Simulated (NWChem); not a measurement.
Species: hydrogen cyanide (CHN); SMILES C#N

Results from NWChem. Medium grid unless said otherwise, to which SCAN and Minnesota functionals are sensitive. Geometry: optimised at PBE0-D3(BJ)/def2-TZVP.

### Question
What does the run give for MN15/def2-SVP? Quantities: highest occupied level (eV); orbital gap (eV); dipole (D).

### Answer
| Quantity | Result |
|---|---|
| highest occupied level (eV) | -11.09 |
| orbital gap (eV) | 12.67 |
| dipole (D) | 2.83 |
